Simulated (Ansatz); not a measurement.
**AlNH2Cl (SMILES [NH2][Al][Cl]): levels of theory compared**

Aim: a comparison of 3 runs (UHF/3-21G, UPBE0/def2-SVP, UCCSD/6-31G) of AlNH2Cl. 

The results are computed with Ansatz 0.2.0.

1 further run of the same task is left out (set aside as unsound or not needed).

## 1. The molecule

AlNH2Cl: 5 atoms, total charge 0, spin state doublet. As SMILES, `[NH2][Al][Cl]`. Geometry: relaxed at PBE0-D4/def2-TZVP. This is one conformer, not always the lowest.

Bond lengths: N1–Al2 1.765 Å, Al2–Cl3 2.116 Å, N1–H4 1.007 Å, N1–H5 1.009 Å. Angles: N1–Al2–Cl3 116.7°, Al2–N1–H4 124.9°, Al2–N1–H5 124.1°, H4–N1–H5 111.0°.

## 2. Energy and gradient at UHF/3-21G (run 1)

Input file job.yaml:

```yaml
crystal:
  periodic: [false, false, false]
  atoms:
    - symbol: "N"
      position_ang: [-0.549400, 0.461700, -0.232000]
    - symbol: Al
      position_ang: [0.402600, -0.291600, 1.049100]
    - symbol: Cl
      position_ang: [1.907000, -1.649700, 0.440800]
    - symbol: H
      position_ang: [-1.293600, 1.123300, -0.083500]
    - symbol: H
      position_ang: [-0.416600, 0.282700, -1.215900]
basis:
  gaussian:
    orbitals: 3-21G.json
magnetization:
  spin_polarized: true
  initial_magnetization: 1
hamiltonian:
  xc: hf
accuracy: high
output:
  forces: true
  orbitals: {seedname: orbitals}
```

The basis set 3-21G is read from a file made from the Basis Set Exchange's data (not shown).

Launch:

```
ansatz run job.yaml --threads 1 --pin off --max-ram 2610MiB --events-out events.jsonl --progress --plain --runs-dir runs
```

Output:

```text
Warning: RAYON_NUM_THREADS=1 ignored (pool sized by the plan → 1); use --threads N
Functional definition: HF
  name "HF"
  exchange = exact_x
  correlation = 0
860 factors; integrals over basis functions are off by at most 4.1e-9 eV
mean field evaluation 1: about -20495.3353 eV, gradient 2.1e1 eV
mean field evaluation 2: about -20495.4464 eV, gradient 2.2e1 eV
mean field evaluation 4: about -20497.8026 eV, gradient 1.8e0 eV
mean field evaluation 8: about -20497.8820 eV, gradient 3.8e-1 eV
mean field evaluation 16: about -20497.8863 eV, gradient 1.8e-5 eV
mean field -20497.88630395 eV, -753.2834277037 hartree, gradient 3.9e-8 eV, S^2 0.754151; 0 other end points of the search recorded, 0 dependent functions left out
the calculation of the forces begins
reference -20497.88630395 eV, -753.2834277037 hartree; 20, 19 occupied and 19, 20 virtual orbitals, 860 factors
Total energy: -20497.88630395 eV, -753.2834277037 hartree
Atom 0 at    -0.549400     0.461700    -0.232000 Å, force    -0.104105     0.072060    -0.289778 eV/Å
Atom 1 at     0.402600    -0.291600     1.049100 Å, force    -1.239308     1.130956     0.692210 eV/Å
Atom 2 at     1.907000    -1.649700     0.440800 Å, force     1.261830    -1.141542    -0.550194 eV/Å
Atom 3 at    -1.293600     1.123300    -0.083500 Å, force     0.136610    -0.119900    -0.009804 eV/Å
Atom 4 at    -0.416600     0.282700    -1.215900 Å, force    -0.055027     0.058427     0.157565 eV/Å
Dipole moment:    -0.609739     0.539722     0.079968 e Å
```

It took 0.38 s on 1 thread of AMD EPYC 9R45 (Zen 5), shared host.

## 3. Energy and gradient at UPBE0/def2-SVP (run 2)

Input file input.yaml:

```yaml
crystal:
  periodic: [false, false, false]
  atoms:
    - {symbol: "N", position_ang: [-0.549400, 0.461700, -0.232000]}
    - {symbol: Al, position_ang: [0.402600, -0.291600, 1.049100]}
    - {symbol: Cl, position_ang: [1.907000, -1.649700, 0.440800]}
    - {symbol: H, position_ang: [-1.293600, 1.123300, -0.083500]}
    - {symbol: H, position_ang: [-0.416600, 0.282700, -1.215900]}
basis:
  gaussian:
    orbitals: def2-SVP
magnetization:
  spin_polarized: true
  initial_magnetization: 1
hamiltonian:
  xc: pbe0
accuracy: high
output: {forces: true, orbitals: {seedname: orbitals}}
```

Launch:

```
ansatz run input.yaml --threads 1 --pin off --max-ram 2610MiB --events-out events.jsonl --progress --plain --runs-dir runs
```

Output (excerpt; [...] marks lines left out):

```text
Warning: RAYON_NUM_THREADS=1 ignored (pool sized by the plan → 1); use --threads N
Functional definition: PBE0
  name "PBE0"
[...]
1207 factors; integrals over basis functions are off by at most 1.0e-8 eV
[...]
mean field -20627.76002590 eV, -758.0561989538 hartree, gradient 2.1e-8 eV, S^2 0.752094; 0 other end points of the search recorded, 0 dependent functions left out
[...]
reference -20627.76002835 eV, -758.0561990441 hartree; 20, 19 occupied and 40, 41 virtual orbitals, 1207 factors
Total energy: -20627.76002835 eV, -758.0561990441 hartree
Atom 0 at    -0.549400     0.461700    -0.232000 Å, force     0.116081    -0.090866     0.173288 eV/Å
Atom 1 at     0.402600    -0.291600     1.049100 Å, force     0.003455     0.007201     0.162628 eV/Å
Atom 2 at     1.907000    -1.649700     0.440800 Å, force     0.102697    -0.092043    -0.033159 eV/Å
Atom 3 at    -1.293600     1.123300    -0.083500 Å, force    -0.247031     0.218250     0.023636 eV/Å
Atom 4 at    -0.416600     0.282700    -1.215900 Å, force     0.024799    -0.042542    -0.326393 eV/Å
Dipole moment:    -0.383835     0.333038    -0.054964 e Å
```

It took 3.6 s on 1 thread of AMD EPYC 9R45 (Zen 5), shared host.

## 4. Energy and gradient at UCCSD/6-31G (run 3)

Input file molecule.yaml:

```yaml
crystal:
  periodic: [false, false, false]
  atoms:
    - {symbol: "N", position_ang: [-0.549400, 0.461700, -0.232000]}
    - {symbol: Al, position_ang: [0.402600, -0.291600, 1.049100]}
    - {symbol: Cl, position_ang: [1.907000, -1.649700, 0.440800]}
    - {symbol: H, position_ang: [-1.293600, 1.123300, -0.083500]}
    - {symbol: H, position_ang: [-0.416600, 0.282700, -1.215900]}
basis:
  gaussian:
    orbitals: 6-31G
magnetization:
  spin_polarized: true
  initial_magnetization: 1
correlation:
  method: ccsd
  frozen_orbitals: {Al: 5, Cl: 5, H: 0, "N": 1}
accuracy: high
scf:
  omitted_lower_state_checks: [cluster_reference, increment]
output:
  forces: true
  orbitals: {seedname: orbitals}
```

Launch:

```
ansatz run molecule.yaml --threads 1 --pin off --max-ram 2610MiB --events-out events.jsonl --progress --plain --runs-dir runs
```

Output:

```text
Warning: RAYON_NUM_THREADS=1 ignored (pool sized by the plan → 1); use --threads N
[... 11 lines left out ...]
11 core orbitals not correlated: weight in the atoms' cores, before any rotation towards them, 1.000 or more for the frozen orbitals, at most 0.000 for the correlated occupied ones
[... 26 lines left out ...]
Total energy: -20604.89010301 eV, -757.2157447894 hartree
[... 5 lines left out ...]
Dipole moment:    -0.544796     0.479042     0.021505 e Å
Checks for a lower state left out: cluster_reference, increment
```

Run time: 2.2 s. Hardware: 1 thread of AMD EPYC 9R45 (Zen 5), shared host.

## 5. Overview of the runs

| run | level | frozen core orbitals | energy (Eh) | dipole moment (D) | HOMO energy (eV) | LUMO energy (eV) | wall time |
| --- | --- | --- | --- | --- | --- | --- | --- |
| 1 | UHF/3-21G | – | -753.283428 | 3.93 | -8.83 | 0.55 | 0.38 s |
| 2 | UPBE0/def2-SVP | – | -758.056199 | 2.46 | -6.00 | -2.53 | 3.6 s |
| 3 | UCCSD/6-31G | 11 | -757.215745 | 3.49 | -8.99 | 0.38 | 2.2 s |

## 6. Outcome

```
                                                         quantity          value
                                              run 3: total energy  -757.21574 Eh
                        run 3: dipole moment (correlated density)         3.49 D
run 3: HOMO energy (Hartree–Fock orbitals) (highest over α and β)       -8.99 eV
 run 3: LUMO energy (Hartree–Fock orbitals) (lowest over α and β)        0.38 eV
              run 3: correlation energy (11 core orbitals frozen)     -191.5 mEh
                         run 3: ⟨S²⟩ of the reference determinant          0.754
                                             run 3: T1 diagnostic          0.017
                                  run 3: largest force on an atom     2.008 eV/Å
```

**Reading.** The dipole moment (its size) runs from 2.46 D (UPBE0/def2-SVP) to 3.93 D (UHF/3-21G). The two ends differ in method and basis. All runs together took 6.2 s, the longest 3.6 s.
